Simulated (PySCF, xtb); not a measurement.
Protons, H atoms and electrons added to or taken from C[GeH3]. All species are isolated molecules in the gas phase. Strings in code marks are SMILES.

Quantity: bond dissociation enthalpy (X–H) at 298 K, in kcal/mol. HF references are unrestricted for open shells and restricted for singlets. Enthalpy corrections at 298 K come from GFN2-xTB frequencies (xtb).

Level 1: ωB97X-D3(BJ)/def2-TZVP // PBE0-D3(BJ)/def2-TZVP (PySCF)
Level 2: M06-2X/6-31G* // PBE0-D3(BJ)/def2-TZVP (PySCF)
Level 3: HF/6-31G* // PBE0-D3(BJ)/def2-TZVP (PySCF)
Level 4: HF/STO-3G // PBE0-D3(BJ)/def2-TZVP (PySCF)

```json
[
 {"species": "H atom removed from C1: `[CH2][GeH3]`", "level 1": "101.7", "level 2": "102.9", "level 3": "75.8", "level 4": "102.5"},
 {"species": "H atom removed from Ge2: `[GeH2][CH3]`", "level 1": "85.2", "level 2": "79.0", "level 3": "63.7", "level 4": "100.0"}
]
```
